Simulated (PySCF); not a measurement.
**A PySCF run on AlCl**

State: ¹Σ⁺ (singlet), closed shell.

An equivalent input (the run itself took its basis sets from the Basis Set Exchange, started from a PBE0 density and held the occupation σ 9α 9β, πx 3α 3β, πy 3α 3β):

```python
from pyscf import gto, dft
mol = gto.M(atom='Al 0 0 0; Cl 0 0 2.153', basis={'Al': 'def2-TZVPP', 'Cl': 'def2-TZVPP'},
            charge=0, spin=0, verbose=4, symmetry='C2v')
mf = dft.UKS(mol, xc='R2SCAN')
mf.grids.atom_grid = (80, 434)
mf.grids.prune = dft.gen_grid.treutler_prune
mf.irrep_nelec = {'A1': (9, 9), 'B1': (3, 3), 'B2': (3, 3)}
mf.conv_tol = 1e-9
mf.max_cycle = 60
mf.diis_space = 10
mf.kernel()
```

The log (some set-up lines and the per-cycle HOMO/LUMO lines removed):

```
******** <class 'pyscf.dft.uks_symm.SymAdaptedUKS'> ********
method = SymAdaptedUKS
damping factor = 0
level_shift factor = 0
DIIS = <class 'pyscf.scf.diis.CDIIS'>
diis_start_cycle = 1
diis_space = 10
diis_damp = 0
SCF conv_tol = 1e-09
SCF conv_tol_grad = None
SCF max_cycles = 60
number electrons alpha = 15  beta = 15
Set gradient conv threshold to 3.16228e-05
init E= -702.639109759279
cycle= 1 E= -702.639618562934  delta_E= -0.000509  |g|= 0.0102  |ddm|= 0.0792
cycle= 2 E= -702.639570932671  delta_E= 4.76e-05  |g|= 0.013  |ddm|= 0.0217
cycle= 3 E= -702.639665904023  delta_E= -9.5e-05  |g|= 0.00213  |ddm|= 0.0137
cycle= 4 E= -702.639667472967  delta_E= -1.57e-06  |g|= 0.000633  |ddm|= 0.00178
cycle= 5 E= -702.639667653414  delta_E= -1.8e-07  |g|= 7.22e-05  |ddm|= 0.000434
cycle= 6 E= -702.639667655192  delta_E= -1.78e-09  |g|= 1.86e-05  |ddm|= 9.41e-05
cycle= 7 E= -702.639667655333  delta_E= -1.41e-10  |g|= 1.01e-06  |ddm|= 1.78e-05
Extra cycle  E= -702.639667655333  delta_E= 6.82e-13  |g|= 6.81e-07  |ddm|= 2.04e-06
converged SCF energy = -702.639667655333  <S^2> = -6.0396133e-14  2S+1 = 1
```

Repeating this along the bond gives Re = 2.145 Å and ωe = 477 cm⁻¹.

A point of this curve took 1.8 CPU seconds beside 0.24 for the integrals, on Arm Neoverse V1 (shared host).
